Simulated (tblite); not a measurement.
4-methyloxazole, C4H5NO.
Bonds: C1–C2, C2–C3 (aromatic), C3–O4 (aromatic), O4–C5 (aromatic), C5–N6 (aromatic), C2–N6 (aromatic). Hydrogens: H7, H8, H9 on C1; H10 on C3; H11 on C5.

Computed with GFN2-xTB (tblite), gas phase: Langevin dynamics at 600 K from the optimised GFN2-xTB geometry, time step 0.5 fs, friction 0.01 fs⁻¹, 2000 steps. The instantaneous temperature is 2·E(kin)/(3Nk) with all 3N coordinates.

```json
{"t (fs)": "0", "T (K)": "526", "E(pot) above start (eV)": "0.000", "C1–C2 (Å)": "1.484", "C2–C3 (Å)": "1.363", "C3–O4 (Å)": "1.354", "O4–C5 (Å)": "1.335", "C5–N6 (Å)": "1.290", "C1–H7 (Å)": "1.089"}
{"t (fs)": "25", "T (K)": "338", "E(pot) above start (eV)": "0.425", "C1–C2 (Å)": "1.441", "C2–C3 (Å)": "1.357", "C3–O4 (Å)": "1.378", "O4–C5 (Å)": "1.288", "C5–N6 (Å)": "1.292", "C1–H7 (Å)": "1.102"}
{"t (fs)": "50", "T (K)": "506", "E(pot) above start (eV)": "0.417", "C1–C2 (Å)": "1.433", "C2–C3 (Å)": "1.341", "C3–O4 (Å)": "1.365", "O4–C5 (Å)": "1.327", "C5–N6 (Å)": "1.293", "C1–H7 (Å)": "1.126"}
{"t (fs)": "75", "T (K)": "628", "E(pot) above start (eV)": "0.218", "C1–C2 (Å)": "1.501", "C2–C3 (Å)": "1.383", "C3–O4 (Å)": "1.389", "O4–C5 (Å)": "1.384", "C5–N6 (Å)": "1.290", "C1–H7 (Å)": "1.075"}
{"t (fs)": "100", "T (K)": "473", "E(pot) above start (eV)": "0.516", "C1–C2 (Å)": "1.471", "C2–C3 (Å)": "1.380", "C3–O4 (Å)": "1.386", "O4–C5 (Å)": "1.400", "C5–N6 (Å)": "1.299", "C1–H7 (Å)": "1.090"}
{"t (fs)": "125", "T (K)": "518", "E(pot) above start (eV)": "0.520", "C1–C2 (Å)": "1.481", "C2–C3 (Å)": "1.372", "C3–O4 (Å)": "1.343", "O4–C5 (Å)": "1.380", "C5–N6 (Å)": "1.315", "C1–H7 (Å)": "1.118"}
{"t (fs)": "150", "T (K)": "562", "E(pot) above start (eV)": "0.674", "C1–C2 (Å)": "1.426", "C2–C3 (Å)": "1.352", "C3–O4 (Å)": "1.350", "O4–C5 (Å)": "1.251", "C5–N6 (Å)": "1.321", "C1–H7 (Å)": "1.076"}
{"t (fs)": "175", "T (K)": "787", "E(pot) above start (eV)": "0.467", "C1–C2 (Å)": "1.537", "C2–C3 (Å)": "1.368", "C3–O4 (Å)": "1.337", "O4–C5 (Å)": "1.307", "C5–N6 (Å)": "1.298", "C1–H7 (Å)": "1.035"}
{"t (fs)": "200", "T (K)": "573", "E(pot) above start (eV)": "0.775", "C1–C2 (Å)": "1.571", "C2–C3 (Å)": "1.430", "C3–O4 (Å)": "1.356", "O4–C5 (Å)": "1.368", "C5–N6 (Å)": "1.298", "C1–H7 (Å)": "1.075"}
{"t (fs)": "225", "T (K)": "572", "E(pot) above start (eV)": "0.555", "C1–C2 (Å)": "1.575", "C2–C3 (Å)": "1.383", "C3–O4 (Å)": "1.372", "O4–C5 (Å)": "1.401", "C5–N6 (Å)": "1.280", "C1–H7 (Å)": "1.113"}
{"t (fs)": "250", "T (K)": "411", "E(pot) above start (eV)": "0.684", "C1–C2 (Å)": "1.439", "C2–C3 (Å)": "1.354", "C3–O4 (Å)": "1.364", "O4–C5 (Å)": "1.307", "C5–N6 (Å)": "1.280", "C1–H7 (Å)": "1.093"}
{"t (fs)": "275", "T (K)": "416", "E(pot) above start (eV)": "0.620", "C1–C2 (Å)": "1.496", "C2–C3 (Å)": "1.377", "C3–O4 (Å)": "1.334", "O4–C5 (Å)": "1.321", "C5–N6 (Å)": "1.280", "C1–H7 (Å)": "1.063"}
{"t (fs)": "300", "T (K)": "379", "E(pot) above start (eV)": "0.623", "C1–C2 (Å)": "1.436", "C2–C3 (Å)": "1.394", "C3–O4 (Å)": "1.346", "O4–C5 (Å)": "1.339", "C5–N6 (Å)": "1.310", "C1–H7 (Å)": "1.088"}
{"t (fs)": "325", "T (K)": "388", "E(pot) above start (eV)": "0.673", "C1–C2 (Å)": "1.606", "C2–C3 (Å)": "1.351", "C3–O4 (Å)": "1.417", "O4–C5 (Å)": "1.338", "C5–N6 (Å)": "1.323", "C1–H7 (Å)": "1.139"}
{"t (fs)": "350", "T (K)": "608", "E(pot) above start (eV)": "0.701", "C1–C2 (Å)": "1.478", "C2–C3 (Å)": "1.322", "C3–O4 (Å)": "1.370", "O4–C5 (Å)": "1.374", "C5–N6 (Å)": "1.262", "C1–H7 (Å)": "1.109"}
{"t (fs)": "375", "T (K)": "526", "E(pot) above start (eV)": "0.661", "C1–C2 (Å)": "1.494", "C2–C3 (Å)": "1.339", "C3–O4 (Å)": "1.328", "O4–C5 (Å)": "1.389", "C5–N6 (Å)": "1.274", "C1–H7 (Å)": "1.045"}
{"t (fs)": "400", "T (K)": "390", "E(pot) above start (eV)": "0.698", "C1–C2 (Å)": "1.498", "C2–C3 (Å)": "1.381", "C3–O4 (Å)": "1.324", "O4–C5 (Å)": "1.339", "C5–N6 (Å)": "1.261", "C1–H7 (Å)": "1.108"}
{"t (fs)": "425", "T (K)": "588", "E(pot) above start (eV)": "0.384", "C1–C2 (Å)": "1.521", "C2–C3 (Å)": "1.386", "C3–O4 (Å)": "1.414", "O4–C5 (Å)": "1.342", "C5–N6 (Å)": "1.284", "C1–H7 (Å)": "1.081"}
{"t (fs)": "450", "T (K)": "414", "E(pot) above start (eV)": "0.660", "C1–C2 (Å)": "1.467", "C2–C3 (Å)": "1.387", "C3–O4 (Å)": "1.441", "O4–C5 (Å)": "1.316", "C5–N6 (Å)": "1.304", "C1–H7 (Å)": "1.044"}
{"t (fs)": "475", "T (K)": "647", "E(pot) above start (eV)": "0.608", "C1–C2 (Å)": "1.417", "C2–C3 (Å)": "1.410", "C3–O4 (Å)": "1.387", "O4–C5 (Å)": "1.281", "C5–N6 (Å)": "1.350", "C1–H7 (Å)": "1.088"}
{"t (fs)": "500", "T (K)": "479", "E(pot) above start (eV)": "0.612", "C1–C2 (Å)": "1.499", "C2–C3 (Å)": "1.370", "C3–O4 (Å)": "1.320", "O4–C5 (Å)": "1.322", "C5–N6 (Å)": "1.346", "C1–H7 (Å)": "1.111"}
{"t (fs)": "525", "T (K)": "561", "E(pot) above start (eV)": "0.512", "C1–C2 (Å)": "1.533", "C2–C3 (Å)": "1.359", "C3–O4 (Å)": "1.312", "O4–C5 (Å)": "1.363", "C5–N6 (Å)": "1.333", "C1–H7 (Å)": "1.111"}
{"t (fs)": "550", "T (K)": "617", "E(pot) above start (eV)": "0.411", "C1–C2 (Å)": "1.541", "C2–C3 (Å)": "1.368", "C3–O4 (Å)": "1.326", "O4–C5 (Å)": "1.367", "C5–N6 (Å)": "1.271", "C1–H7 (Å)": "1.082"}
{"t (fs)": "575", "T (K)": "513", "E(pot) above start (eV)": "0.460", "C1–C2 (Å)": "1.515", "C2–C3 (Å)": "1.374", "C3–O4 (Å)": "1.374", "O4–C5 (Å)": "1.327", "C5–N6 (Å)": "1.230", "C1–H7 (Å)": "1.069"}
{"t (fs)": "600", "T (K)": "378", "E(pot) above start (eV)": "0.360", "C1–C2 (Å)": "1.492", "C2–C3 (Å)": "1.332", "C3–O4 (Å)": "1.394", "O4–C5 (Å)": "1.335", "C5–N6 (Å)": "1.273", "C1–H7 (Å)": "1.092"}
{"t (fs)": "625", "T (K)": "389", "E(pot) above start (eV)": "0.494", "C1–C2 (Å)": "1.482", "C2–C3 (Å)": "1.376", "C3–O4 (Å)": "1.387", "O4–C5 (Å)": "1.302", "C5–N6 (Å)": "1.295", "C1–H7 (Å)": "1.133"}
{"t (fs)": "650", "T (K)": "505", "E(pot) above start (eV)": "0.633", "C1–C2 (Å)": "1.443", "C2–C3 (Å)": "1.422", "C3–O4 (Å)": "1.348", "O4–C5 (Å)": "1.286", "C5–N6 (Å)": "1.340", "C1–H7 (Å)": "1.175"}
{"t (fs)": "675", "T (K)": "516", "E(pot) above start (eV)": "0.503", "C1–C2 (Å)": "1.412", "C2–C3 (Å)": "1.410", "C3–O4 (Å)": "1.326", "O4–C5 (Å)": "1.331", "C5–N6 (Å)": "1.312", "C1–H7 (Å)": "1.100"}
{"t (fs)": "700", "T (K)": "526", "E(pot) above start (eV)": "0.536", "C1–C2 (Å)": "1.498", "C2–C3 (Å)": "1.366", "C3–O4 (Å)": "1.321", "O4–C5 (Å)": "1.377", "C5–N6 (Å)": "1.277", "C1–H7 (Å)": "1.028"}
{"t (fs)": "725", "T (K)": "300", "E(pot) above start (eV)": "0.821", "C1–C2 (Å)": "1.542", "C2–C3 (Å)": "1.308", "C3–O4 (Å)": "1.355", "O4–C5 (Å)": "1.366", "C5–N6 (Å)": "1.238", "C1–H7 (Å)": "1.095"}
{"t (fs)": "750", "T (K)": "602", "E(pot) above start (eV)": "0.578", "C1–C2 (Å)": "1.526", "C2–C3 (Å)": "1.307", "C3–O4 (Å)": "1.375", "O4–C5 (Å)": "1.372", "C5–N6 (Å)": "1.248", "C1–H7 (Å)": "1.148"}
{"t (fs)": "775", "T (K)": "622", "E(pot) above start (eV)": "0.564", "C1–C2 (Å)": "1.522", "C2–C3 (Å)": "1.310", "C3–O4 (Å)": "1.379", "O4–C5 (Å)": "1.326", "C5–N6 (Å)": "1.268", "C1–H7 (Å)": "1.098"}
{"t (fs)": "800", "T (K)": "645", "E(pot) above start (eV)": "0.512", "C1–C2 (Å)": "1.486", "C2–C3 (Å)": "1.322", "C3–O4 (Å)": "1.360", "O4–C5 (Å)": "1.385", "C5–N6 (Å)": "1.280", "C1–H7 (Å)": "1.054"}
{"t (fs)": "825", "T (K)": "585", "E(pot) above start (eV)": "0.804", "C1–C2 (Å)": "1.441", "C2–C3 (Å)": "1.359", "C3–O4 (Å)": "1.383", "O4–C5 (Å)": "1.396", "C5–N6 (Å)": "1.256", "C1–H7 (Å)": "1.072"}
{"t (fs)": "850", "T (K)": "636", "E(pot) above start (eV)": "0.537", "C1–C2 (Å)": "1.440", "C2–C3 (Å)": "1.426", "C3–O4 (Å)": "1.370", "O4–C5 (Å)": "1.329", "C5–N6 (Å)": "1.296", "C1–H7 (Å)": "1.051"}
{"t (fs)": "875", "T (K)": "711", "E(pot) above start (eV)": "0.633", "C1–C2 (Å)": "1.423", "C2–C3 (Å)": "1.416", "C3–O4 (Å)": "1.299", "O4–C5 (Å)": "1.279", "C5–N6 (Å)": "1.356", "C1–H7 (Å)": "1.140"}
{"t (fs)": "900", "T (K)": "728", "E(pot) above start (eV)": "0.767", "C1–C2 (Å)": "1.457", "C2–C3 (Å)": "1.389", "C3–O4 (Å)": "1.295", "O4–C5 (Å)": "1.284", "C5–N6 (Å)": "1.345", "C1–H7 (Å)": "1.162"}
{"t (fs)": "925", "T (K)": "821", "E(pot) above start (eV)": "0.512", "C1–C2 (Å)": "1.459", "C2–C3 (Å)": "1.378", "C3–O4 (Å)": "1.376", "O4–C5 (Å)": "1.319", "C5–N6 (Å)": "1.281", "C1–H7 (Å)": "1.087"}
{"t (fs)": "950", "T (K)": "687", "E(pot) above start (eV)": "0.961", "C1–C2 (Å)": "1.554", "C2–C3 (Å)": "1.347", "C3–O4 (Å)": "1.444", "O4–C5 (Å)": "1.384", "C5–N6 (Å)": "1.272", "C1–H7 (Å)": "1.007"}
{"t (fs)": "975", "T (K)": "828", "E(pot) above start (eV)": "0.737", "C1–C2 (Å)": "1.501", "C2–C3 (Å)": "1.337", "C3–O4 (Å)": "1.347", "O4–C5 (Å)": "1.365", "C5–N6 (Å)": "1.270", "C1–H7 (Å)": "1.068"}
{"t (fs)": "1000", "T (K)": "844", "E(pot) above start (eV)": "0.792", "C1–C2 (Å)": "1.479", "C2–C3 (Å)": "1.372", "C3–O4 (Å)": "1.313", "O4–C5 (Å)": "1.348", "C5–N6 (Å)": "1.292", "C1–H7 (Å)": "1.146"}
```

**Question.** From 500 fs on, how do temperature and potential energy compare with equipartition?

**Answer.** The mean temperature of these 21 frames is 595 K against the target 600 K, and the mean potential energy 0.61 eV against 27 × kT/2 = 0.70 eV for 27 classical harmonic modes. For 11 atoms in a canonical ensemble the temperature itself scatters by T·√(2/(3N)) = 148 K; here its standard deviation is 143 K. The whole run lasts only 10 friction times of 100 fs, so these averages carry a wide statistical error.

**Question.** What are the kinetic and total energies of the listed frame with the highest potential energy?

**Answer.** The one at 950 fs, 0.961 eV above the start. Its kinetic energy is 3NkT/2 = 0.977 eV at 687 K, so the sum is 1.94 eV; over the listed frames the sum runs from 0.75 to 1.99 eV, since the thermostat adds and removes energy.

**Question.** How much do the listed bonds fluctuate from 500 fs on?

**Answer.** 
```tsv
bond	at the start (Å)	mean (Å)	standard deviation (Å)
C1–C2	1.484	1.488	0.040
C2–C3	1.363	1.364	0.036
C3–O4	1.354	1.353	0.036
O4–C5	1.335	1.341	0.034
C5–N6	1.290	1.290	0.036
C1–H7	1.089	1.097	0.043
```

The motion is classical and holds no zero-point motion.

The cost below is that of the whole dynamics run. Time: 7.4 s; peak memory 0.18 GiB. Hardware: one thread of an Arm Neoverse V1, shared host with 32 logical CPUs at a one-minute load of 24.
